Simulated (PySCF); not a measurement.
**How methods differ on the ionisation energy of Be**

Be [He] 2s2 (1S) → Be⁺ [He] 2s1 (2S), as a difference of total energies. Computed with PySCF 2.14 in jorge-DZP-DKH, with the spin-free X2C one-electron Hamiltonian (Gaussian nucleus). Correlated levels: valence: 1s2 frozen. The calculations carry no spin-orbit coupling.

Order these methods by the ionisation energy they give, lowest first.
A. UHF
B. CCSD (valence)
C. SCS-MP2 (valence)
D. MP2 (valence)

A (8.037 eV), D (8.737 eV), C (8.876 eV), B (9.268 eV).

Errors of the correlated levels include the incompleteness of this basis and the frozen core.

With two correlated electrons CCSD is exact in that space.

For comparison: 9.323 eV (measured; NIST Atomic Spectra Database, ionization energies).
